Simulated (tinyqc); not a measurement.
CIS and TDHF on RHF in the sto-3g basis, frozen core, for H2O, spin multiplicity 1, step by step. Computed by tinyqc, a small Python program that keeps every step (integrals from PySCF). Settings: charge = 0, multiplicity = 1, basis = sto-3g, method = RHF, frozen orbitals = 1, energy threshold = 1e-10, iteration cap = 65, orthogonalisation = symmetric, start = core, DIIS depth = 6, TDHF = 1. Command: `OMP_NUM_THREADS=1 python tinyqc.py 25382 25383 out.jsonl` (the two numbers bound the seeds that draw the settings). One thread of a shared host (Intel(R) Xeon(R) Processor @ 2.60GHz), about 0.06 s of CPU time with the checks. The early iterations of the SCF are left out here.

## One-electron integrals

Geometry (angstrom):
```
atom       x        y       z
O     0.0000   0.0000  0.0000
H     0.0000   0.9260  0.6140
H     0.0000  -0.8820  0.5850
```

Basis sto-3g: exponents (1/bohr^2) and contraction coefficients of normalised primitives:
```
element  l (shell)  exponent  coefficient
O            s (1)  130.7093       0.1543
O            s (1)   23.8089       0.5353
O            s (1)    6.4436       0.4446
O            s (2)    5.0332      -0.1000
O            s (2)    1.1696       0.3995
O            s (2)    0.3804       0.7001
O            p (3)    5.0332       0.1559
O            p (3)    1.1696       0.6077
O            p (3)    0.3804       0.3920
H            s (1)    3.4253       0.1543
H            s (1)    0.6239       0.5353
H            s (1)    0.1689       0.4446
```

Overlap, kinetic and nuclear-attraction integrals over the contracted functions; the nuclear repulsion is the sum of Za Zb / Rab.

nuclear repulsion = 8.102810 hartree

overlap S, lower triangle:
```
         1O 1s   1O 2s  1O 2px   1O 2py  1O 2pz   2H 1s   3H 1s
1O 1s   1.0000
1O 2s   0.2367  1.0000
1O 2px  0.0000  0.0000  1.0000
1O 2py  0.0000  0.0000  0.0000   1.0000
1O 2pz  0.0000  0.0000  0.0000   0.0000  1.0000
2H 1s   0.0374  0.3797  0.0000   0.2804  0.1859  1.0000
3H 1s   0.0424  0.4109  0.0000  -0.2971  0.1971  0.1620  1.0000
```

kinetic energy T (hartree), lower triangle:
```
          1O 1s   1O 2s  1O 2px   1O 2py  1O 2pz    2H 1s   3H 1s
1O 1s   29.0032
1O 2s   -0.1680  0.8081
1O 2px   0.0000  0.0000  2.5287
1O 2py   0.0000  0.0000  0.0000   2.5287
1O 2pz   0.0000  0.0000  0.0000   0.0000  2.5287
2H 1s   -0.0086  0.0668  0.0000   0.1501  0.0996   0.7600
3H 1s   -0.0075  0.0854  0.0000  -0.1771  0.1175  -0.0064  0.7600
```

nuclear attraction V (hartree), lower triangle:
```
           1O 1s     1O 2s   1O 2px    1O 2py   1O 2pz    2H 1s    3H 1s
1O 1s   -61.5947
1O 2s    -7.4142  -10.0225
1O 2px    0.0000    0.0000  -9.8870
1O 2py    0.0010    0.0106   0.0000  -10.0166
1O 2pz   -0.0134   -0.1630   0.0000    0.0052  -9.9440
2H 1s    -1.1998   -2.9156   0.0000   -1.8944  -1.2971  -5.2536
3H 1s    -1.3623   -3.2059   0.0000    2.0527  -1.4037  -0.9763  -5.4212
```

core Hamiltonian H = T + V (hartree), lower triangle:
```
           1O 1s    1O 2s   1O 2px   1O 2py   1O 2pz    2H 1s    3H 1s
1O 1s   -32.5915
1O 2s    -7.5822  -9.2143
1O 2px    0.0000   0.0000  -7.3583
1O 2py    0.0010   0.0106   0.0000  -7.4879
1O 2pz   -0.0134  -0.1630   0.0000   0.0052  -7.4153
2H 1s    -1.2083  -2.8488   0.0000  -1.7443  -1.1976  -4.4936
3H 1s    -1.3698  -3.1205   0.0000   1.8756  -1.2863  -0.9827  -4.6612
```

## Two-electron integrals

Functions are numbered as in S; the eight-fold symmetry (ij|kl) = (ji|kl) = (kl|ij) leaves the list below.

Two-electron integrals (ij|kl) in chemists' order, unique and non-zero (hartree):
```
(11|11) 4.7851      (21|11) 0.7414      (21|21) 0.1369      (22|11) 1.1189
(22|21) 0.2566      (22|22) 0.8172      (31|31) 0.0245      (32|31) 0.0378
(32|32) 0.1805      (33|11) 1.1158      (33|21) 0.2567      (33|22) 0.8170
(33|33) 0.8802      (41|41) 0.0245      (42|41) 0.0378      (42|42) 0.1805
(43|43) 0.0474      (44|11) 1.1158      (44|21) 0.2567      (44|22) 0.8170
(44|33) 0.7853      (44|44) 0.8802      (51|51) 0.0245      (52|51) 0.0378
(52|52) 0.1805      (53|53) 0.0474      (54|54) 0.0474      (55|11) 1.1158
(55|21) 0.2567      (55|22) 0.8170      (55|33) 0.7853      (55|44) 0.7853
(55|55) 0.8802      (61|11) 0.1186      (61|21) 0.0217      (61|22) 0.0405
(61|33) 0.0404      (61|41) 0.0008      (61|42) 0.0016      (61|44) 0.0406
(61|51) 0.0006      (61|52) 0.0010      (61|54) 1.13e-04    (61|55) 0.0405
(61|61) 0.0035      (62|11) 0.3071      (62|21) 0.0714      (62|22) 0.2540
(62|33) 0.2495      (62|41) 0.0045      (62|42) 0.0351      (62|44) 0.2586
(62|51) 0.0030      (62|52) 0.0233      (62|54) 0.0060      (62|55) 0.2535
(62|61) 0.0116      (62|62) 0.1002      (63|31) 0.0072      (63|32) 0.0430
(63|43) 0.0072      (63|53) 0.0048      (63|63) 0.0138      (64|11) 0.1909
(64|21) 0.0449      (64|22) 0.1706      (64|33) 0.1630      (64|41) 0.0097
(64|42) 0.0651      (64|44) 0.1832      (64|51) 0.0016      (64|52) 0.0147
(64|54) 0.0086      (64|55) 0.1656      (64|61) 0.0076      (64|62) 0.0818
(64|64) 0.0798      (65|11) 0.1266      (65|21) 0.0298      (65|22) 0.1132
(65|33) 0.1081      (65|41) 0.0016      (65|42) 0.0147      (65|44) 0.1119
(65|51) 0.0083      (65|52) 0.0527      (65|54) 0.0097      (65|55) 0.1193
(65|61) 0.0050      (65|62) 0.0542      (65|64) 0.0438      (65|65) 0.0428
(66|11) 0.4665      (66|21) 0.1102      (66|22) 0.4511      (66|33) 0.4334
(66|41) 0.0085      (66|42) 0.0930      (66|44) 0.4699      (66|51) 0.0056
(66|52) 0.0616      (66|54) 0.0242      (66|55) 0.4495      (66|61) 0.0180
(66|62) 0.2305      (66|64) 0.2147      (66|65) 0.1424      (66|66) 0.7746
(71|11) 0.1346      (71|21) 0.0247      (71|22) 0.0460      (71|33) 0.0459
(71|41) -0.0009     (71|42) -0.0018     (71|44) 0.0461      (71|51) 0.0006
(71|52) 0.0012      (71|54) -1.27e-04   (71|55) 0.0460      (71|61) 0.0039
(71|62) 0.0127      (71|64) 0.0076      (71|65) 0.0055      (71|66) 0.0195
(71|71) 0.0045      (72|11) 0.3378      (72|21) 0.0785      (72|22) 0.2780
(72|33) 0.2732      (72|41) -0.0049     (72|42) -0.0381     (72|44) 0.2830
(72|51) 0.0033      (72|52) 0.0253      (72|54) -0.0065     (72|55) 0.2775
(72|61) 0.0123      (72|62) 0.0854      (72|64) 0.0488      (72|65) 0.0447
(72|66) 0.1563      (72|71) 0.0144      (72|72) 0.1185      (73|31) 0.0081
(73|32) 0.0475      (73|43) -0.0078     (73|53) 0.0052      (73|63) 0.0114
(73|73) 0.0166      (74|11) -0.2064     (74|21) -0.0486     (74|22) -0.1836
(74|33) -0.1754     (74|41) 0.0107      (74|42) 0.0713      (74|44) -0.1973
(74|51) -0.0018     (74|52) -0.0157     (74|54) 0.0093      (74|55) -0.1781
(74|61) -0.0073     (74|62) -0.0476     (74|64) -0.0164     (74|65) -0.0245
(74|66) -0.0796     (74|71) -0.0093     (74|72) -0.0951     (74|74) 0.0921
(75|11) 0.1369      (75|21) 0.0322      (75|22) 0.1218      (75|33) 0.1163
(75|41) -0.0018     (75|42) -0.0157     (75|44) 0.1204      (75|51) 0.0093
(75|52) 0.0580      (75|54) -0.0106     (75|55) 0.1285      (75|61) 0.0053
(75|62) 0.0442      (75|64) 0.0247      (75|65) 0.0342      (75|66) 0.0879
(75|71) 0.0062      (75|72) 0.0631      (75|74) -0.0500     (75|75) 0.0498
(76|11) 0.0980      (76|21) 0.0230      (76|22) 0.0881      (76|33) 0.0862
(76|41) 2.09e-05    (76|42) 2.64e-04    (76|44) 0.0882      (76|51) 0.0015
(76|52) 0.0140      (76|54) 6.27e-05    (76|55) 0.0898      (76|61) 0.0037
(76|62) 0.0338      (76|64) 0.0242      (76|65) 0.0206      (76|66) 0.0798
(76|71) 0.0042      (76|72) 0.0364      (76|74) -0.0253     (76|75) 0.0219
(76|76) 0.0140      (77|11) 0.4873      (77|21) 0.1151      (77|22) 0.4682
(77|33) 0.4495      (77|41) -0.0091     (77|42) -0.0978     (77|44) 0.4881
(77|51) 0.0060      (77|52) 0.0649      (77|54) -0.0256     (77|55) 0.4665
(77|61) 0.0179      (77|62) 0.1480      (77|64) 0.0770      (77|65) 0.0844
(77|66) 0.2907      (77|71) 0.0213      (77|72) 0.2548      (77|74) -0.2334
(77|75) 0.1548      (77|76) 0.0798      (77|77) 0.7746
```

## Orthogonalisation

S = U s U^T; symmetric (Loewdin) form X = U s^(-1/2) U^T, so that X^T S X = 1.

eigenvalues of S: 0.4222  0.5065  0.8934  1.0000  1.0891  1.3346  1.7542

X, lower triangle:
```
          1O 1s    1O 2s  1O 2px   1O 2py   1O 2pz    2H 1s   3H 1s
1O 1s    1.0237
1O 2s   -0.1377   1.1677
1O 2px   0.0000   0.0000  1.0000
1O 2py   0.0008  -0.0098  0.0000   1.0851
1O 2pz  -0.0071   0.0690  0.0000  -0.0041   1.0327
2H 1s    0.0189  -0.2175  0.0000  -0.1815  -0.1046   1.1241
3H 1s    0.0203  -0.2463  0.0000   0.1970  -0.1158  -0.0557  1.1477
```

## Iteration 9 (converged): orbitals

converged F (hartree), lower triangle:
```
           1O 1s    1O 2s   1O 2px   1O 2py   1O 2pz    2H 1s    3H 1s
1O 1s   -20.2383
1O 2s    -5.1612  -2.4055
1O 2px    0.0000   0.0000  -0.3802
1O 2py    0.0010   0.0112   0.0000  -0.2414
1O 2pz   -0.0258  -0.0724   0.0000   0.0114  -0.2778
2H 1s    -0.8307  -0.7847   0.0000  -0.3678  -0.2955  -0.4017
3H 1s    -0.9408  -0.8575   0.0000   0.3865  -0.3081  -0.2347  -0.4533
```

Diagonalise F' = X^T F X, C = X C', fill 5 alpha and 5 beta electrons from the bottom; D = 2 C_occ C_occ^T. Each column has its largest component positive (the first on a tie).

F' = X^T F X (hartree), lower triangle:
```
          1        2        3        4        5        6        7
1  -19.8628
2   -2.6879  -1.2907
3    0.0000   0.0000  -0.3802
4    0.0018  -0.0069   0.0000   0.0118
5   -0.0515   0.0979   0.0000   0.0021  -0.1700
6   -0.0898  -0.3995   0.0000  -0.4108  -0.2750  -0.0177
7   -0.1171  -0.4429   0.0000   0.4326  -0.2908  -0.0630  -0.0075
```

orbital energies (hartree): MO1 -20.2467, MO2 -1.2065, MO3 -0.5654, MO4 -0.4174, MO5 -0.3802, MO6 0.4676, MO7 0.6315

coefficients C:
```
            MO1      MO2      MO3      MO4     MO5      MO6      MO7
1O 1s    0.9944  -0.2386  -0.0089   0.0906  0.0000   0.1155   0.0202
1O 2s    0.0244   0.8800   0.0471  -0.4664  0.0000  -0.6946  -0.1347
1O 2px   0.0000   0.0000   0.0000   0.0000  1.0000   0.0000   0.0000
1O 2py  -0.0003  -0.0112   0.5930   0.0219  0.0000  -0.1254   0.9388
1O 2pz   0.0031   0.0846  -0.0314   0.7755  0.0000  -0.6894  -0.1033
2H 1s   -0.0045   0.1389   0.4426   0.3377  0.0000   0.8076  -0.6139
3H 1s   -0.0050   0.1564  -0.4563   0.2938  0.0000   0.6270   0.8494
```

D after iteration 9, lower triangle:
```
          1O 1s    1O 2s  1O 2px   1O 2py  1O 2pz    2H 1s   3H 1s
1O 1s    2.1080
1O 2s   -0.4567   1.9895
1O 2px   0.0000   0.0000  2.0000
1O 2py  -0.0018   0.0157  0.0000   0.7045
1O 2pz   0.1068  -0.5774  0.0000  -0.0052  1.2192
2H 1s   -0.0220  -0.0291  0.0000   0.5365  0.5195   0.6585
3H 1s   -0.0233  -0.0421  0.0000  -0.5318  0.5108  -0.1620  0.6380
```

## Convergence

Stop when the energy changes by less than 1e-10 hartree and every element of the error matrix X^T (F D S - S D F) X is below 3e-06.

Course of the cycle:
```
iteration  E (hartree)     change  largest element of the error matrix
1           -73.294776          -                             6.13e-01
2           -74.860755  -1.57e+00                             2.10e-01
3           -74.935707  -7.50e-02                             4.17e-02
4           -74.938553  -2.85e-03                             8.52e-03
5           -74.938769  -2.16e-04                             2.40e-03
6           -74.938791  -2.15e-05                             1.60e-04
7           -74.938791  -5.43e-08                             7.68e-06
8           -74.938791  -1.25e-10                             1.26e-06
9           -74.938791  -2.73e-12                             2.37e-07
```

PySCF RHF in the same basis = -74.938791 hartree

Converged in 9 iterations.

## Integrals over molecular orbitals

(pq|rs) = sum C_ip C_jq C_kr C_ls (ij|kl), one index at a time.

one-electron integrals over orbitals h = C^T H C (hartree), lower triangle:
```
          1        2        3        4        5        6        7
1  -32.5747
2    0.5686  -7.5645
3    0.0207  -0.0285  -6.0302
4   -0.2012   0.5023   0.0780  -6.6978
5    0.0000   0.0000   0.0000   0.0000  -7.3583
6   -0.2670   1.2206   0.2511   1.2484   0.0000  -5.2215
7   -0.0463   0.2266  -1.7645   0.0831   0.0000   0.0440  -5.5560
```

Two-electron integrals over orbitals (pq|rs), unique and non-zero (hartree); the lowest 1 orbital is frozen and left out:
```
(22|22) 0.7218    (32|22) -0.0045   (32|32) 0.1332    (33|22) 0.6147
(33|32) 0.0020    (33|33) 0.5954    (42|22) -0.0201   (42|32) -0.0023
(42|33) 0.0044    (42|42) 0.1299    (43|22) -0.0080   (43|32) 0.0281
(43|33) -0.0041   (43|42) 0.0079    (43|43) 0.0530    (44|22) 0.6700
(44|32) 0.0082    (44|33) 0.5702    (44|42) -0.0987   (44|43) -0.0078
(44|44) 0.7285    (52|52) 0.1496    (53|52) 0.0042    (53|53) 0.0265
(54|52) -0.0426   (54|53) -0.0022   (54|54) 0.0493    (55|22) 0.7530
(55|32) 0.0048    (55|33) 0.6018    (55|42) -0.0751   (55|43) -0.0102
(55|44) 0.7044    (55|55) 0.8802    (62|22) -0.1295   (62|32) -0.0096
(62|33) -0.0629   (62|42) -0.0308   (62|43) 0.0038    (62|44) -0.0713
(62|55) -0.1430   (62|62) 0.0934    (63|22) -0.0261   (63|32) 0.0422
(63|33) -0.0149   (63|42) 0.0091    (63|43) 0.0384    (63|44) -0.0159
(63|55) -0.0289   (63|62) 0.0125    (63|63) 0.0816    (64|22) -0.1206
(64|32) 0.0090    (64|33) -0.0453   (64|42) 0.0371    (64|43) 0.0091
(64|44) -0.1286   (64|55) -0.1398   (64|62) 0.0619    (64|63) 0.0233
(64|64) 0.0886    (65|52) -0.0533   (65|53) -0.0045   (65|54) -0.0042
(65|65) 0.0346    (66|22) 0.5848    (66|32) 0.0228    (66|33) 0.5470
(66|42) 0.0512    (66|43) 0.0166    (66|44) 0.5398    (66|55) 0.5701
(66|62) -0.0858   (66|63) 0.0126    (66|64) -0.0449   (66|66) 0.5820
(72|22) -0.0249   (72|32) 0.0525    (72|33) -0.0068   (72|42) 0.0008
(72|43) -0.0278   (72|44) -0.0172   (72|55) -0.0264   (72|62) 0.0055
(72|63) -0.0280   (72|64) 0.0125    (72|66) -0.0139   (72|72) 0.0693
(73|22) 0.1611    (73|32) 0.0146    (73|33) 0.0881    (73|42) -0.0713
(73|43) -0.0014   (73|44) 0.1514    (73|55) 0.1996    (73|62) -0.0696
(73|63) -0.0086   (73|64) -0.0900   (73|66) 0.0453    (73|72) -0.0162
(73|73) 0.1546    (74|22) -0.0050   (74|32) -0.0698   (74|33) -0.0044
(74|42) -0.0012   (74|43) -0.0083   (74|44) -0.0108   (74|55) -0.0089
(74|62) 0.0098    (74|63) -0.0513   (74|64) -0.0046   (74|66) -0.0205
(74|72) -0.0165   (74|73) -0.0158   (74|74) 0.0662    (75|52) -0.0094
(75|53) 0.0235    (75|54) 0.0009    (75|65) 0.0016    (75|75) 0.0260
(76|22) 0.0025    (76|32) -0.0879   (76|33) -0.0034   (76|42) 0.0084
(76|43) -0.0570   (76|44) -0.0112   (76|55) -0.0040   (76|62) -0.0021
(76|63) -0.0677   (76|64) -0.0117   (76|66) -0.0264   (76|72) 0.0024
(76|73) -0.0194   (76|74) 0.0548    (76|76) 0.1090    (77|22) 0.6155
(77|32) -0.0269   (77|33) 0.5856    (77|42) -0.0200   (77|43) -0.0194
(77|44) 0.5876    (77|55) 0.6172    (77|62) -0.0627   (77|63) -0.0355
(77|64) -0.0553   (77|66) 0.5405    (77|72) -0.0122   (77|73) 0.0972
(77|74) 0.0149    (77|76) 0.0258    (77|77) 0.6125
```

## CIS matrix, singlets

A(ia,jb) = (e_a - e_i) d_ij d_ab + 2 (ia|jb) - (ij|ab).

CIS matrix A, singlet (hartree), lower triangle:
```
         2>6      2>7      3>6      3>7     4>6     4>7     5>6     5>7
2>6   1.2760
2>7   0.0085   1.3610
3>6   0.0022   0.0320   0.6492
3>7  -0.0512  -0.0056  -0.0137   0.9204
4>6   0.0726   0.0166   0.0300  -0.1229  0.5223
4>7   0.0112  -0.0130  -0.0455  -0.0121  0.0020  0.5936
5>6   0.0000   0.0000   0.0000   0.0000  0.0000  0.0000  0.3469
5>7   0.0000   0.0000   0.0000   0.0000  0.0000  0.0000  0.0072  0.4463
```

## CIS singlet states

dipole integrals <i|r|a> (bohr):
```
           x        y        z
2>6   0.0000  -0.0089   0.0270
2>7   0.0000  -0.1016   0.0209
3>6   0.0000   0.9740   0.0841
3>7   0.0000   0.1517  -0.6257
4>6   0.0000   0.1670   0.4932
4>7   0.0000  -0.7466   0.0338
5>6  -0.0758   0.0000   0.0000
5>7  -0.0110   0.0000   0.0000
```

Diagonalise A (1 hartree = 27.211386 eV); each vector has its largest component positive (the first on a tie). The transition dipole is mu = sqrt2 sum c_ia <i|r|a>.

singlet excitation energies (eV): 9.4250  12.1599  13.0448  15.4596  18.3687  25.6495  35.1692  37.1429

lowest vectors:
```
     state 1  state 2  state 3  state 4  state 5  state 6
2>6   0.0000   0.0000  -0.0694  -0.0196   0.0008   0.1992
2>7   0.0000   0.0000  -0.0107  -0.0060  -0.0513   0.0224
3>6   0.0000   0.0000  -0.1574   0.4696   0.8652  -0.0622
3>7   0.0000   0.0000   0.2507   0.0798   0.0732   0.9461
4>6   0.0000   0.0000   0.9514   0.0987   0.0992  -0.2459
4>7   0.0000   0.0000  -0.0474   0.8735  -0.4834  -0.0206
5>6   0.9974   0.0718   0.0000   0.0000   0.0000   0.0000
5>7  -0.0718   0.9974   0.0000   0.0000   0.0000   0.0000
```

oscillator strengths 2/3 w |mu|^2: 0.0026  0.0002  0.0599  0.0241  1.3791  0.6430

## TDHF (RPA) singlet states

B(ia,jb) = 2 (ia|jb) - (ib|ja); the squared energies are the eigenvalues of (A - B)(A + B); 1 hartree = 27.211386 eV.

TDHF matrix B, singlet (hartree), lower triangle:
```
         2>6      2>7      3>6      3>7      4>6     4>7     5>6     5>7
2>6   0.0934
2>7   0.0055   0.0693
3>6   0.0125   0.0136   0.0816
3>7  -0.1111  -0.0162  -0.0086   0.1546
4>6   0.0619   0.0152   0.0233  -0.1287   0.0886
4>7   0.0071  -0.0165  -0.0125  -0.0158  -0.0046  0.0662
5>6   0.0000   0.0000   0.0000   0.0000   0.0000  0.0000  0.0346
5>7   0.0000   0.0000   0.0000   0.0000   0.0000  0.0000  0.0016  0.0260
```

squared energies w^2 (hartree^2): 0.1188  0.1990  0.2238  0.3192  0.4471  0.8341  1.6261  1.8538

TDHF energies from the positive w^2 (eV): 9.3784  12.1388  12.8729  15.3726  18.1956  24.8519  34.6995  37.0499

## CIS matrix, triplets

A(ia,jb) = (e_a - e_i) d_ij d_ab - (ij|ab).

CIS matrix A, triplet (hartree), lower triangle:
```
         2>6      2>7      3>6     3>7     4>6     4>7     5>6     5>7
2>6   1.0893
2>7  -0.0025   1.2225
3>6  -0.0228   0.0879   0.4861
3>7   0.0879   0.0269   0.0034  0.6113
4>6  -0.0512  -0.0084  -0.0166  0.0570  0.3452
4>7  -0.0084   0.0200   0.0570  0.0194  0.0112  0.4613
5>6   0.0000   0.0000   0.0000  0.0000  0.0000  0.0000  0.2777
5>7   0.0000   0.0000   0.0000  0.0000  0.0000  0.0000  0.0040  0.3944
```

## CIS triplet states

Diagonalise A (1 hartree = 27.211386 eV); each vector has its largest component positive (the first on a tie).

triplet excitation energies (eV): 7.5522  8.8098  10.7368  11.2810  14.1623  16.7037  30.1473  33.6071

lowest vectors:
```
     state 1  state 2  state 3  state 4  state 5  state 6
2>6   0.0000   0.0917   0.0000   0.0160   0.0513  -0.1445
2>7   0.0000   0.0032   0.0000   0.0548  -0.1084  -0.0525
3>6   0.0000   0.1498   0.0000  -0.6235   0.7551   0.0559
3>7   0.0000  -0.2126   0.0000  -0.1223  -0.1280   0.9453
4>6   0.0000   0.9555   0.0000   0.1515  -0.0829   0.2331
4>7   0.0000  -0.1046   0.0000   0.7550   0.6262   0.1594
5>6   0.9994   0.0000   0.0346   0.0000   0.0000   0.0000
5>7  -0.0346   0.0000   0.9994   0.0000   0.0000   0.0000
```

## TDHF (RPA) triplet states

B(ia,jb) = - (ib|ja); the squared energies are the eigenvalues of (A - B)(A + B); 1 hartree = 27.211386 eV.

TDHF matrix B, triplet (hartree), lower triangle:
```
         2>6      2>7      3>6      3>7      4>6      4>7      5>6      5>7
2>6  -0.0934
2>7  -0.0055  -0.0693
3>6  -0.0125   0.0696  -0.0816
3>7   0.0280   0.0162   0.0086  -0.1546
4>6  -0.0619  -0.0098  -0.0233   0.0513  -0.0886
4>7  -0.0125   0.0165   0.0900   0.0158   0.0046  -0.0662
5>6   0.0000   0.0000   0.0000   0.0000   0.0000   0.0000  -0.0346
5>7   0.0000   0.0000   0.0000   0.0000   0.0000   0.0000  -0.0016  -0.0260
```

squared energies w^2 (hartree^2): 0.0758  0.0800  0.1441  0.1550  0.2659  0.3556  1.2166  1.5147

TDHF energies from the positive w^2 (eV): 7.4935  7.6960  10.3281  10.7132  14.0317  16.2263  30.0139  33.4894
